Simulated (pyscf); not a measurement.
Optimised with ωB97X-D3(BJ)/def2-SVP in PySCF.

Question: Estimate the classical barrier height and the reaction energy of `[Cl][SiH2][GeH3]` + `[H][H]` -> `[SiH3][GeH3]` + `[ClH]` at ωB97M-D3(BJ)/def2-TZVP. The step runs on the singlet surface, breaks Cl–Si, H–H and forms H–Si, Cl–H; take the separated reactants as zero.

Answer: ΔE‡ = 51.9 kcal/mol, ΔE = +16.5 kcal/mol. Zero-point energy shifts the barrier by +2.6 kcal/mol. It is a four-centre exchange, with an imaginary mode of 881i cm⁻¹. One saddle was located; it need not be the lowest between these sides. Elements up to Kr have no core potential and no relativistic terms here.
